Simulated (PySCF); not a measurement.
# Electric properties by functional and basis

Species: ClH₄PSi.
Atom-mapped SMILES: `[PH2:1][SiH2:2][Cl:3]` (hydrogens: H4, H5 on P1; H6, H7 on Si2)

PySCF, dipoles from the SCF density, polarisabilities from static response with core orbitals frozen. One conformer (not necessarily the lowest) at the PBE0-D3(BJ)/def2-SVP geometry, without solvent, vibrations or thermal averaging.

Problem. How do dipole and polarisability depend on functional and basis here?

Solution. 

| level | μ (D) | α (Å³) | anisotropy (Å³) |
| --- | --- | --- | --- |
| LDA/def2-SVPD | 1.702 | 10.85 | 3.49 |
| PBE/def2-SVPD | 1.637 | 10.67 | 3.44 |
| B3LYP/def2-SVPD | 1.684 | 10.41 | 3.24 |
| PBE0/def2-SVPD | 1.741 | 10.32 | 3.21 |
| BHandHLYP/def2-SVPD | 1.785 | 10.07 | 3.01 |
| CAM-B3LYP/def2-SVPD | 1.767 | 10.25 | 3.09 |
| wB97X-D/def2-SVPD | 1.775 | 10.23 | 3.13 |
| LC-wPBE/def2-SVPD | 1.859 | 10.02 | 2.97 |
| HF/def2-SVPD | 1.884 | 9.72 | 2.73 |
| PBE0/6-31G* | 2.175 | 8.08 | 3.10 |
| PBE0/6-31+G* | 2.144 | 8.92 | 3.03 |
| PBE0/def2-SVP | 1.813 | 8.24 | 2.71 |
| PBE0/aug-cc-pVDZ | 1.739 | 10.47 | 3.30 |
| PBE0/def2-TZVP | 1.615 | 9.56 | 3.25 |
| PBE0/def2-TZVPD | 1.621 | 10.52 | 3.28 |
| PBE0/aug-cc-pVTZ | 1.661 | 10.56 | 3.28 |

The anisotropy is √(½[(α1 − α2)² + (α2 − α3)² + (α3 − α1)²]). The dipole runs from 1.61 D (PBE0/def2-TZVP) to 2.17 D (PBE0/6-31G*). No reference polarisability is at hand; against PBE0 in the largest diffuse basis at hand (aug-cc-pVTZ) the other PBE0 rows deviate by 6-31G* -23%, 6-31+G* -15%, def2-SVP -22%, def2-SVPD -2%, aug-cc-pVDZ -1%, def2-TZVP -9%, def2-TZVPD 0%. In one basis (def2-SVPD) the functionals order the polarisability from HF (lowest) to LDA (highest), a spread of 12%. With PBE0 the polarisability is 8.63 Å³ without diffuse functions (mean of 6-31G*, def2-SVP and def2-TZVP) and 10.16 Å³ with them (mean of 6-31+G*, def2-SVPD, aug-cc-pVDZ, def2-TZVPD and aug-cc-pVTZ).

Without π bonds the low states are Rydberg-like; a valence basis with one diffuse set may place them up to an eV too high.
